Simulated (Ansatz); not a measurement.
# C3H6O: the cost of one run

Program: Ansatz 0.2.0. Level of theory: the levels named in each step. These are calculated values, not measurements.

## 1. Starting point

Bond lengths: C1–C2 1.320 Å, C2–C3 1.502 Å, C3–O4 1.404 Å, C1–H5 1.076 Å, C1–H6 1.078 Å, C2–H7 1.082 Å, C3–H8 1.096 Å, C3–H9 1.104 Å, O4–H10 0.964 Å. Angles: C1–C2–C3 124.9°, C1–C2–H7 121.2°, C3–C2–H7 114.0°, C2–C1–H5 121.9°, C2–C1–H6 121.8°, H5–C1–H6 116.3°, C2–C3–O4 115.0°, C2–C3–H8 109.3°, C2–C3–H9 108.6°, O4–C3–H8 105.7°, O4–C3–H9 110.5°, H8–C3–H9 107.5°, C3–O4–H10 108.3°.

Coordinates:

```xyz
10

C     1.4514    0.6659   -0.1587
C     0.8177   -0.4820   -0.3092
C    -0.6280   -0.7152    0.0231
O    -1.3415    0.4329    0.4042
H     2.4891    0.7807   -0.4179
H     0.9624    1.5350    0.2505
H     1.3242   -1.3534   -0.7014
H    -0.6984   -1.4038    0.8722
H    -1.1140   -1.2028   -0.8397
H    -1.2248    1.1026   -0.2792
```

## 2. A rough first relaxation, PBE-D4/def2-SVP

This run stands in another session on the same molecule. It ended at:

```xyz
10

C     1.4683    0.6736   -0.1488
C     0.8149   -0.4884   -0.3170
C    -0.6365   -0.7022    0.0284
O    -1.3307    0.4611    0.4198
H     2.5283    0.7874   -0.4240
H     0.9576    1.5469    0.2894
H     1.3400   -1.3666   -0.7361
H    -0.7074   -1.4139    0.8832
H    -1.1341   -1.2291   -0.8282
H    -1.2623    1.0912   -0.3228
```

## 3. Relaxation, PBE0-D4/def2-TZVPP

Input file input.yaml:

```yaml
crystal:
  periodic: [false, false, false]
  atoms:
    - { symbol: C, position_ang: [1.46828136, 0.67362028, -0.14876544] }
    - { symbol: C, position_ang: [0.81485761, -0.48836674, -0.3170384] }
    - { symbol: C, position_ang: [-0.63650594, -0.70221991, 0.02839168] }
    - { symbol: O, position_ang: [-1.33067615, 0.461114, 0.41980541] }
    - { symbol: H, position_ang: [2.52830392, 0.7874084, -0.42397459] }
    - { symbol: H, position_ang: [0.95758061, 1.54692726, 0.2893932] }
    - { symbol: H, position_ang: [1.34002327, -1.36664231, -0.73612707] }
    - { symbol: H, position_ang: [-0.70739853, -1.41385588, 0.88319176] }
    - { symbol: H, position_ang: [-1.13411435, -1.22914553, -0.8281855] }
    - { symbol: H, position_ang: [-1.26229179, 1.09120044, -0.32277103] }
basis:
  gaussian: { orbitals: def2-TZVPP }
hamiltonian:
  xc: pbe0
  dispersion: d4
relax:
  f_tol: 0.002
  max_steps: 150
```

Launch:

```bash
$ ansatz run input.yaml --threads 4 --pin off --max-ram 10240MiB --backend cpu --events-out ev --progress --plain --runs-dir out
```

Q: Estimate wall time and peak memory on 4 threads of Intel Xeon at 2.50GHz (Skylake/Cascade Lake), shared host.

About 68 s, with a peak of 0.44 GiB.
